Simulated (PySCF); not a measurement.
# SiO2 (silicon dioxide molecule): SVWN5/cc-pVTZ

Aim: the energy change on altering one bond length of SiO2 (silicon dioxide molecule) at SVWN5/cc-pVTZ, from 2 runs. Input form: a Python script.

The results are computed with PySCF 2.14.0.

4 further runs of the same task are left out: 4 set aside as unsound or not needed.

### Step 1. The system as given

The species is SiO2 (3 atoms), meant as a singlet with charge 0. SMILES: `O=[Si]=O`. The coordinates come from a GFN2-xTB relaxation.

Bond lengths: O1–Si2 1.491 Å, Si2–O3 1.491 Å. Angles: O1–Si2–O3 179.9°.

### Step 2. The energy at SVWN5/cc-pVTZ

Contents of run.py:

```python
from pyscf import gto, dft

mol = gto.M(
    atom='''
O        0.691230       1.217290       0.513740
Si      -0.000730       0.000440      -0.000160
O       -0.690510      -1.217740      -0.513580
''',
    verbose=3,
    basis='cc-pvtz',
    max_memory=1860,
)

mf = dft.RKS(mol, xc='svwn')
mf.conv_tol = 1e-10
mf.grids.level = 5
mf.kernel()
if not mf.converged:
    mf = mf.newton().run(mf.mo_coeff, mf.mo_occ)

e_final = mf.e_tot
print('E = %.10f Eh' % e_final)
```

Started as:

```
$ OMP_NUM_THREADS=1 python run.py
```

Standard output:

```text
converged SCF energy = -437.818162868963
E = -437.8181628690 Eh
```

Wall time 6 s (1 thread of Arm Neoverse V2, shared host); peak memory 0.3 GiB.

### Step 3. The distorted shape at the same level

Contents of mol.xyz:

```xyz
3
O2Si
O      0.898801     1.582314     0.667897
Si    -0.000730     0.000440    -0.000160
O     -0.690510    -1.217740    -0.513580
```

Contents of calc.py:

```python
from pyscf import gto, dft

system = gto.M(
    atom='mol.xyz',
    basis='cc-pvtz',
    max_memory=1860,
    verbose=3,
)

myscf = dft.RKS(system, xc='svwn')
myscf.conv_tol = 1e-10
myscf.grids.level = 5
myscf.kernel()
if not myscf.converged:
    myscf = myscf.newton().run(myscf.mo_coeff, myscf.mo_occ)

etot = myscf.e_tot
print(f'total energy: {etot:.8f} hartree')
```

Started as:

```
$ OMP_NUM_THREADS=1 python calc.py
```

Standard output:

```text
converged SCF energy = -437.732504655249
total energy: -437.73250466 hartree
```

Run time: 6.9 s. Hardware: 1 thread of Arm Neoverse V2, shared host; peak memory 0.29 GiB.

### Step 4. Results

At SVWN5/cc-pVTZ:

| quantity | value |
| --- | --- |
| first shape: total energy | -437.81816 Eh |
| first shape: dipole moment | 0.01 D |
| first shape: HOMO energy | -8.54 eV |
| first shape: LUMO energy | -4.42 eV |
| first shape: HOMO–LUMO gap | 4.12 eV |
| distorted shape: total energy | -437.73250 Eh |
| distorted shape: dipole moment | 0.97 D |
| distorted shape: HOMO energy | -7.42 eV |
| distorted shape: LUMO energy | -5.62 eV |
| distorted shape: HOMO–LUMO gap | 1.81 eV |
| energy change with the O1–Si2 bond stretched from 1.491 to 1.938 Å | 2.331 eV |

What this shows: With the O1–Si2 bond stretched from 1.491 to 1.938 Å the energy rises by 2.33 eV (54 kcal/mol). The first shape isn't relaxed at this level, so the change isn't measured from a minimum. Mulliken charges (distorted shape) run from -0.41 on O1 to +0.67 on Si2.
